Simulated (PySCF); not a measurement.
**Simulated absorption spectrum**

Phosphorous acid, H3O3P.
SMILES: `OP(O)O`

Computed with TDDFT PBE0/def2-SVPD, vertical, gas phase, core orbitals frozen in the response (PySCF 2.14.0, density-fitted response routines). Isolated species at its PBE0-D3(BJ)/def2-SVP geometry (one conformer only). Torsions of this conformer, `[OH:1][P:2]([OH:3])[OH:4]`: H–O1–P2–O3 92°, H–O3–P2–O1 -163°, H–O4–P2–O1 103°.

Computed states:

```tsv
state	E (eV)	f
S1	6.39	0.112
S2	6.43	0.108
S3	6.53	0.0027
S4	8.01	0.0056
S5	8.03	0.0059
S6	8.29	0.252
S7	8.38	0.060
S8	8.42	0.061
S9	8.53	0.0063
S10	8.95	0.0073
```

Each state is given a Gaussian of 0.3 eV full width at half maximum, with ε(max) = 2.175×10⁸ f / Δν̃ (Δν̃ the width in cm⁻¹). The width is an assumption, not a result. The curve ends short of the highest state used, and states not computed would add to its high-energy end.

Question: Give the broadened spectrum and its maxima.

Answer: 
E (eV), ε (L mol⁻¹ cm⁻¹) and a bar:
```
     5.94         24 
     6.01        153 
     6.08        721 #
     6.15       2520 ##
     6.22       6548 ######
     6.29      12662 ############
     6.36      18232 ##################
     6.43      19558 ###################
     6.49      16446 ################
     6.56      10244 ##########
     6.63       4775 #####
     6.70       1670 ##
     6.77        441 
     6.84         88 
     6.91         14 
     6.98          2 
     7.05          0 
     7.11          0 
     7.18          0 
     7.25          0 
     7.32          0 
     7.39          0 
     7.46          0 
     7.53          1 
     7.60          5 
     7.67         25 
     7.73         82 
     7.80        253 
     7.87        627 #
     7.94       1404 #
     8.01       3205 ###
     8.08       7332 #######
     8.15      14787 ###############
     8.22      23998 ########################
     8.29      30367 ##############################
     8.35      30426 ##############################
```

Maxima: 193 nm (6.41 eV), ε about 20000, made up of S1 (51%) and S2 (49%); 149 nm (8.32 eV), ε about 31000, made up of S6 (71%), S7 (15%) and S8 (13%) (ε in L mol⁻¹ cm⁻¹; maxima over ε = 5, shares over 10%).

Question: Coming from long wavelengths, where does ε first pass 100 L mol⁻¹ cm⁻¹?

Answer: At about 207 nm (5.99 eV), 0.40 eV below S1.

Question: What would ε be at 8.32 eV, the highest of these maxima, with half the width (0.15 eV)?

Answer: About 50500 L mol⁻¹ cm⁻¹ against 31100, a factor of about 1.6; a lone state at its own centre would give exactly 2.

Question: On this curve, what absorbance would a 10⁻⁵ mol/L sample give at 193 nm over a 1 cm path?

Answer: 193 nm is 6.424 eV, where ε is about 20000 L mol⁻¹ cm⁻¹, so A = ε c l ≈ 0.2 (Beer–Lambert, with the gas-phase spectrum and the assumed width).

All these states lie below the vertical ionisation energy of 9.60 eV (ΔSCF).

Without π bonds the low states are Rydberg-like; a valence basis with one diffuse set may place them up to an eV too high.
